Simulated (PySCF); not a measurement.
# How methods differ on the electron affinity of Al

Al⁻ [Ne] 3s2 3p2 (3P) → Al [Ne] 3s2 3p1 (2P), as a difference of total energies. Calculation: PySCF 2.14, in aug-cc-pwCVTZ (8s7p5d3f, 75 functions); no relativity, point nucleus. Correlated levels: nothing frozen. The calculations carry no spin-orbit coupling.

| method | electron affinity (eV) | error (eV) |
| --- | --- | --- |
| UHF | 0.016 | -0.417 |
| MP2 (all electrons) | 0.349 | -0.084 |
| SCS-MP2 (all electrons) | 0.252 | -0.181 |
| CCSD (all electrons) | 0.361 | -0.072 |
| CCSD(T) (all electrons) | 0.409 | -0.024 |

Reference: 0.433 eV (measured; photodetachment measurements, as compiled on the Wikipedia data page of electron affinities).

Errors of the correlated levels include the incompleteness of this basis.
